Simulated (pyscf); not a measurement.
**Routes from `[AsH2][AsH2]` + `[H][H]`**

Candidate steps break at most two bonds and form at most two. Each was searched with GFN2-xTB (tblite) first. PySCF, gas phase, ωB97X-D3(BJ)/def2-SVP geometries. Energies: ωB97M-D3(BJ)/def2-TZVP, kcal/mol, from the separated reactants, singlet surface; ΔG‡ with ideal gas, 1 atm, RRHO with modes under 100 cm⁻¹ raised to 100, one conformer, R ln 2 for chiral ones without a mode under 150 cm⁻¹.

```tsv
products	type	ΔE‡	ΔE	ΔG‡ 298 K	ΔG‡ 900 K	ν‡ (cm⁻¹)
AsH₃ + AsH₃	four-centre exchange	64.8	+1.1	72.0	88.6	1252i
H₂As–AsH₂ + H₂	four-centre exchange	72.6	0.0	79.5	97.3	2058i
```

Under all of these lies the exit to AsH₂• + AsH₂• + H₂ (no saddle counted: cutting one bond costs +49.8 kcal/mol at ωB97M-D3(BJ)/def2-TZVP). Plain bond fissions and candidates not yet searched are not listed, and one of them may be faster. Each barrier is that of the saddle found; lower ones may exist. Elements up to Kr have no core potential and no relativistic terms here.
